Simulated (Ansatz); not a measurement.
Start from Pd in the fcc (Cu type) structure (space group Fm-3m, No. 225; a = 3.876 Å).

Level of theory: plane-wave PAW DFT at the PBEsol level (Ansatz, an electronic-structure program, 420 eV), no spin-orbit coupling, earlier PAW set.

Perturbation: Ni takes the place of Pd on all its sites; the structure is relaxed again.

Measured lattice parameter a: Pd 3.876 Å (static lattice; corrected from measurement; as listed in Daniel Mejia-Rodriguez, S. B. Trickey, Phys. Rev. B (2018)); Ni 3.508 Å (static lattice; corrected from measurement; as listed in Daniel Mejia-Rodriguez, S. B. Trickey, Phys. Rev. B (2018)).

Question: How well does PBEsol reproduce the measured shift?

Answer: With PBEsol the lattice parameter a moves by -0.412 Å (3.876 → 3.463) against -0.368 Å measured.

The magnetic state is the one reached from the starting moments; the real material's order can differ, and small cells can't hold many antiferromagnetic ones. Stability against distortions was not tested. Spin-polarised in the final run: Ni; the other runs are not.
